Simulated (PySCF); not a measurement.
Molecule: SMILES c1[n+](C)c[nH]c1, [C$_{4}$H$_{7}$N$_{2}$]+.

Atoms are numbered as in `[CH3:1][n+:2]1[cH:3][cH:4][nH:5][cH:6]1`; H(Xn) means a hydrogen on atom n.

Spin–spin couplings on one PBE0-D3(BJ)/def2-SVP geometry, PySCF 2.14.0 with density-fitted response routines, gas phase, non-relativistic, equivalent pairs averaged (spin–dipole term only in couplings to heteroatoms); isotopes ¹³C, ¹H, ¹⁵N; functional B3LYP.

**Question.** How do the couplings (Hz) change with the basis set? Times are CPU seconds on shared hosts with different chips, so compare them loosely. Far from the basis limit: 6-31G*, pcJ-0, 6-31G-J, def2-TZVP, cc-pVTZ.

**Answer.** 
```
basis set  functions  ¹J(C6,H(C6))  ¹J(C4,H(C4))  ¹J(C3,H(C3))  ¹J(C1,H(C1))  ¹J(N5,H(N5))  ¹J(C3,C4)  ¹J(N2,C6)  core-s
   6-31G*         98         220.2         204.2         202.9         159.5         -95.8       92.5      -25.4      10
    pcJ-0         99         219.9         205.3         204.6         132.5         -93.8       64.0      -12.2      10
  6-31G-J        100         244.8         229.9         228.2         157.9        -114.0       78.4      -20.2      11
def2-TZVP        228         223.4         209.8         208.1         144.7        -100.8       77.7      -20.0      38
    pcJ-1        232         235.5         221.2         219.5         153.2        -108.7       78.4      -20.7      28
  cc-pVTZ        278         207.8         197.6         195.2         135.1         -97.0       84.8      -21.1      51
```

The Fermi-contact term samples the wavefunction at the nucleus, which is why sets with added tight s functions (names with J) are made for couplings.
